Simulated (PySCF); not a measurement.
ethanethiol (C2H6S), SMILES C(C)S.

Geometry optimised at ωB97X-D3(BJ)/def2-TZVP. Other conformers were not sampled.

Method: r2SCAN/def2-TZVPD in PySCF.

Computed frontier levels, gap, dipole moment and polarisability:
The highest occupied level is -5.80 eV. The lowest empty level comes out as -0.21 eV and the orbital gap comes out as 5.60 eV. The dipole moment comes out as 1.72 D. The quadrupole, principal values (traceless, Buckingham form, about the centre of nuclear charge) is -3.07, -1.17, 4.24 D·Å and the mean static polarisability comes out as 49.7 bohr³ (7.36 Å³). The polarisability, principal values is 43.8, 46.8, 58.5 bohr³.
